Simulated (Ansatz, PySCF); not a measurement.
ethane (C2H6), SMILES CC. Atoms are numbered in the order given.

```xyz
8

C      0.0000     0.0000    -0.7616
C      0.0000     0.0000     0.7616
H     -0.8813    -0.5088    -1.1594
H      0.8813    -0.5088    -1.1594
H      0.0000     1.0177    -1.1594
H     -0.8813     0.5088     1.1594
H      0.8813     0.5088     1.1594
H      0.0000    -1.0177     1.1594
```
Charge 0, spin multiplicity 1.

Geometry: r2SCAN-D4/def2-TZVP.

Two levels are set side by side: PBE-D3(BJ)/def2-TZVP (Ansatz, a quantum-chemistry and plane-wave program) and r2SCAN-D4/def2-TZVP (Ansatz). Each level has its own optimised geometry; the coordinates shown are those of the second. Frequencies come from the Hessian of PySCF at each geometry. Differences are taken from unrounded values.

```
quantity                            r2SCAN-D4
----------------------------------  ---------
mean bond length (Å)                    1.154
bond C1–C2 (Å)                          1.523
bond C1–H3 (Å)                          1.093
bond C1–H4 (Å)                          1.093
bond C1–H5 (Å)                          1.093
bond C2–H6 (Å)                          1.093
bond C2–H7 (Å)                          1.093
bond C2–H8 (Å)                          1.093
highest harmonic wavenumber (cm⁻¹)       3115
mean harmonic wavenumber (cm⁻¹)          1816
zero-point energy (kcal/mol)            46.74
```

### Question
What does PBE-D3(BJ) give, and how far is it from r2SCAN-D4? (The exact figures need the calculation; the answer reports its results.)

### Answer

```csv
quantity,PBE-D3(BJ),PBE-D3(BJ) minus r2SCAN-D4
mean bond length (Å),1.161,0.007
bond C1–C2 (Å),1.528,0.004
bond C1–H3 (Å),1.100,0.007
bond C1–H4 (Å),1.100,0.007
bond C1–H5 (Å),1.100,0.007
bond C2–H6 (Å),1.100,0.007
bond C2–H7 (Å),1.100,0.007
bond C2–H8 (Å),1.100,0.007
highest harmonic wavenumber (cm⁻¹),3048,-67
mean harmonic wavenumber (cm⁻¹),1771,-46
zero-point energy (kcal/mol),45.56,-1.18
```
